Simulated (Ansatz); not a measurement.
System: CHN, charge 0, triplet. This triplet is an excited state, 4.8 eV above the singlet at CCSD(T)/cc-pV5Z (Ansatz, a program for electronic structure). CHN (parent SMILES C#N, triplet).
B3LYP-D3(BJ)/def2-TZVP minimum from Ansatz:
```
C
N 1 1.2789
H 1 1.1100 2 120.81
```
Charge 0, spin multiplicity 3.

Total energies in aug-cc-pVDZ, 10 correlated electrons, 2 frozen orbitals. UHF or UKS for unpaired electrons; spin-orbit terms are left out. Cores are frozen in correlated methods. No relativity. The UHF reference of CHN (parent SMILES C#N, triplet) is spin-contaminated (<S^2> up to 0.08 over the pure value in the sets run). The spin of CHN (parent SMILES C#N, triplet) was assumed, and the state is the lowest solution found for it.

| method | program | energy (Eh) | minus CCSDT(Q) (mEh) |
|---|---|---|---|
| HF | Ansatz | -92.75923 | 280.61 |
| MP2 | Ansatz | -92.99073 | 49.11 |
| CCSD | Ansatz | -93.02457 | 15.27 |
| CCSD(T) | Ansatz | -93.03577 | 4.07 |
| CCSDT(Q) | Ansatz | -93.03984 | 0.00 |

Rough core times of Ansatz's runs on a shared machine: CCSD(T) under 20 s, CCSDT(Q) 2 min.
